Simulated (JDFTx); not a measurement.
Input for a modified build of JDFTx: butadiene, C4H6 (SMILES C=CC=C), charge 0, multiplicity 1, soft-sphere model, water, 1 M NaCl; lengths in bohr, energies in hartree. The run starts from orbitals saved by an earlier run of the same system.

```
lattice \
  27.4010288071 0.0000000000 0.0000000000 \
  0.0000000000 22.6767134955 0.0000000000 \
  0.0000000000 0.0000000000 17.4799666528
coords-type Cartesian
ion C -3.4583162273 -0.1324511622 0.0001884105 0
ion C -1.1207377068 0.7830479191 -0.0008104840 0
ion C 1.1204964781 -0.7830484950 -0.0009253172 0
ion C 3.4578466418 0.1330526223 0.0000532133 0
ion H -3.8167943455 -2.1378261778 0.0011418570 0
ion H -5.0937115373 1.0772948005 0.0002275417 0
ion H -0.8048920349 2.8042667943 -0.0010030102 0
ion H 0.8047930187 -2.8042667943 -0.0011418570 0
ion H 5.0937115373 -1.0760268648 0.0004464203 0
ion H 3.8154079454 2.1385925881 0.0010355904 0
ion-species pseudo/c_pbe_v1.2.upf
ion-species pseudo/h_pbe_v1.4.upf
elec-cutoff 20 100
elec-ex-corr gga-PBE
symmetries none
elec-n-bands 11
electronic-minimize nIterations 150 energyDiffThreshold 1e-7
fluid LinearPCM
pcm-variant SoftSphere
fluid-solvent H2O
fluid-cation Na+ 1
fluid-anion Cl- 1
fluid-minimize nIterations 400 knormThreshold 1e-11
wavefunction read s0.wfns 14
dump-name s2.$VAR
dump End State Ecomponents EigStats BandEigs Forces ElecDensity IonicPositions FluidDebug
```

The log closes as follows.

```
[...]
ElecMinimize: Iter:   6  Etot: -26.334368436264256  |grad|_K:  2.055e-07  alpha:  1.158e+00  linmin: -2.404e-05
ElecMinimize: Iter:   7  Etot: -26.334368460535995  |grad|_K:  1.013e-07  alpha:  1.128e+00  linmin:  7.036e-05
ElecMinimize: Iter:   8  Etot: -26.334368460996963  |grad|_K:  5.243e-08  alpha:  6.505e-01  linmin: -5.907e-01
ElecMinimize: Converged (|Delta Etot|<1.000000e-07 for 2 iters).

# Ionic positions in cartesian coordinates:
ion C  -3.458316227300001  -0.132451162200000   0.000188410500000 0
ion C  -1.120737706800000   0.783047919100000  -0.000810484000000 0
ion C   1.120496478100000  -0.783048495000000  -0.000925317200000 0
ion C   3.457846641800000   0.133052622300000   0.000053213300000 0
ion H  -3.816794345500000  -2.137826177800000   0.001141857000000 0
ion H  -5.093711537300001   1.077294800500000   0.000227541700000 0
ion H  -0.804892034900000   2.804266794300000  -0.001003010200000 0
ion H   0.804793018700000  -2.804266794300000  -0.001141857000000 0
ion H   5.093711537300001  -1.076026864800000   0.000446420300000 0
ion H   3.815407945400001   2.138592588100000   0.001035590400000 0

# Forces in Cartesian coordinates:
force C  -0.007552406643269  -0.001273587858278  -0.000002722027225 0
force C   0.011333075701382  -0.002462269776838   0.000007773846690 0
force C  -0.011341195816606   0.002474024305981   0.000018951067874 0
force C   0.007542700495894   0.001272354070406   0.000005784463196 0
force H  -0.001471402300917  -0.012998959621777  -0.000006129114373 0
force H  -0.009733408952644   0.008245437304694   0.000007065496347 0
force H   0.001037558745802   0.011562419652138  -0.000012845168305 0
force H  -0.001030829131755  -0.011569249746672  -0.000011378619922 0
force H   0.009738720492655  -0.008247925377458  -0.000001561516243 0
force H   0.001477383687433   0.012997687598187  -0.000005456764123 0

# Energy components:
   A_diel =       -0.0008512466452194
   Eewald =       27.4968444095743081
       EH =       47.1281668534122318
     Eloc =     -110.7881544833443712
      Enl =        3.0807501585001460
      Exc =       -9.3461206548487308
 Exc_core =        0.1347049726095922
       KE =       15.9602915297450867
-------------------------------------
     Etot =      -26.3343684609969628


	eMin: -0.736726 at state 0 ( [ +0.000000 +0.000000 +0.000000 ] spin 0 )
	HOMO: -0.216520 at state 0 ( [ +0.000000 +0.000000 +0.000000 ] spin 0 )
```

The run took 9 electronic cycles (a count that differs between repeats, as do the digits past 10⁻⁶ Ha); the highest occupied level lies at -5.89 eV from the bulk liquid; the total lies -0.01 eV from the vacuum run at this geometry.
